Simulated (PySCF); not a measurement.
# Static response to an electric field

Species: C5H11N.
Numbering: `[NH2:1][CH2:2][CH2:3][CH:4]1[CH2:5][CH2:6]1` (hydrogens: H7, H8 on N1; H9, H10 on C2; H11, H12 on C3; H13 on C4; H14, H15 on C5; H16, H17 on C6)

Structure used (GFN2-xTB), in Å, numbered top down from 1:
```
atom  x, y, z in Å
N1     2.7895   -0.0049    0.0282
C2     1.4726   -0.5460    0.3259
C3     0.4072    0.2072   -0.4714
C4    -0.9692   -0.3625   -0.2298
C5    -1.7647    0.0888    0.9580
C6    -2.1848    0.4918   -0.4235
H7     3.5040   -0.5069    0.5440
H8     2.8355    0.9702    0.3068
H9     1.2135   -0.5032    1.3981
H10    1.4736   -1.5980    0.0256
H11    0.4235    1.2611   -0.1847
H12    0.6614    0.1465   -1.5315
H13   -1.0578   -1.4064   -0.5067
H14   -2.3629   -0.6356    1.4896
H15   -1.3369    0.8475    1.5961
H16   -3.0715    0.0423   -0.8439
H17   -2.0401    1.5203   -0.7175
```

Level: PBE0/def2-SVPD (PySCF), static field, nuclei fixed, core orbitals frozen in the response. The polarisability tensor in these axes (au):

```
x   79.17 -2.03 -0.05
y   -2.03 61.12 -1.55
z   -0.05 -1.55 63.52
```

Q: What are the eigenvalues, a third of the trace, and Δα (Δα² = ½Σ(αi − αj)² over the three pairs)?

A: Principal values 60.17, 64.24 and 79.40 au; mean 67.94 au = 10.07 Å³ = 11.20 × 10⁻⁴⁰ C²·m²/J; Δα = 17.55 au (26 % of the mean).

Q: What is the dipole moment, and where does it point?

A: (-0.12, 0.03, 1.17) D, 1.18 D in size, pointing from the negative to the positive side. Measured along this direction, the outermost atoms are H12 at the negative end and H15 and H14 at the positive end.

Q: How large is μ²/3kT at 400 K beside α?

A: In Gaussian units μ²/3kT = 8.34 Å³ against 10.07 Å³, a ratio of 0.83; the Debye molar polarisation (4π/3)N_A(α + μ²/3kT) is 46.4 cm³/mol, leaving out the vibrational part.

Q: Molar refractivity from α?

A: Lorentz–Lorenz: R = (4π/3)N_A α = 2.5225 cm³/(mol·Å³) × 10.07 Å³ = 25.4 cm³/mol, in the limit of long wavelengths.

Q: Find the Langevin capture rate constant for NH4+ (18.034 u) meeting this molecule (85.089 u), k = 2.342 × 10⁻⁹ cm³/s × √(α in Å³ / reduced mass in u).

A: The reduced mass is 14.88 u, so k = 1.93 × 10⁻⁹ cm³/s. The formula leaves out the permanent dipole, which adds to the capture rate.

Q: In TDDFT the mean static polarisability is Σ f/ω² over all singlet excitations (ω in hartree). How much of it do the 6 lowest give? Their energies (eV) and oscillator strengths: 6.26, 0.0115; 7.04, 0.0051; 7.13, 0.0050; 7.41, 0.0289; 7.76, 0.0040; 7.77, 0.0025.

A: They add up to 0.84 au, 1.2 % of the 67.94 au; the largest single term is 0.39 au, from the state at 7.41 eV. Terms in order: 0.22, 0.08, 0.07, 0.39, 0.05, 0.03 au. Higher excitations give the rest. The strengths listed sum to 0.057.

Geometry: GFN2-xTB, one conformer, isolated molecule.

These values come from a run that also computed excited states. The run took 25 s wall (with the writing of density and orbital grids) on an Arm Neoverse V2 with one thread, no GPU, shared host with 192 logical CPUs at a one-minute load of 42, and the process peaked at 0.85 GiB of memory.
